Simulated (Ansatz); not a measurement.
## Diamond-structure Ge

Calculation: PBEsol (Ansatz, a quantum-chemistry and plane-wave program, plane waves, PAW).

Run with plane-wave cutoff 520 eV, 20×20×20 k mesh, Fermi–Dirac smearing 0.05 eV, perturbation theory, scalar-relativistic PAW data made under PBE.

Cell: measured lattice: a = b = c = 5.6580 Å, α = β = γ = 90.00°.

```yaml
zone-centre TO phonon frequency: 289 cm⁻¹
```

Measured, for comparison: zone-centre TO phonon frequency 304 cm⁻¹ (low temperature, zero-point motion not removed; as tabulated in Tanner et al. (2021), arXiv:2110.11888). Computed (rounded) less measured: zone-centre TO phonon frequency -5 %.

Note: the solid has no gap at this level, which affects its response; the cell isn't this level's own, so it is under some stress, which shifts stiffness and frequencies.
